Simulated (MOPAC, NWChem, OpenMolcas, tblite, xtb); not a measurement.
**How methods differ on PO2 (phosphorus dioxide)**

PO2 has 3 atoms, charge 0, and is taken as a doublet. As SMILES, `[O]P=O`. The coordinates come from a GFN2-xTB relaxation.

```xyz
3

O     0.3317    1.2263    0.3177
P    -0.4039    0.0770   -0.2121
O     0.0722   -1.3033   -0.1055
```

Each level gives the dipole moment (D). The values are calculated.

```tsv
level	kind	program	value (D)	CPU time
PM3	semi-empirical	MOPAC	3.47	under 2 s
PM7	semi-empirical	MOPAC	1.15	under 2 s
GFN0-xTB	semi-empirical	xtb	2.76	under 2 s
IPEA1-xTB	semi-empirical	tblite	2.45	under 2 s
ROHF/ANO-L-MB	Hartree–Fock	OpenMolcas	1.98	2.6 s
ROHF/STO-3G	Hartree–Fock	OpenMolcas	1.08	3.1 s
UHF/ANO-RCC-MB (DKH2)	Hartree–Fock	OpenMolcas	?	2 s
USVWN5/STO-3G	LDA	OpenMolcas	0.84	4.5 s
USPZ81/pc-0	LDA	NWChem	1.89	0.96 s
UPBE/STO-3G	GGA	OpenMolcas	0.84	5.4 s
```

Q: Estimate what the levels marked ? give.

A: As computed at these levels: UHF/ANO-RCC-MB (DKH2): 1.82 D. The values span 0.84 to 3.47 D. All rows use very small basis sets, so even the best lies far from the true value. Magnitudes only: a small dipole may point the other way at some levels. Sets without polarisation functions give poor dipoles. Times are those of the runs behind each value, whatever else they computed, on shared processors of several kinds: orders of magnitude only.
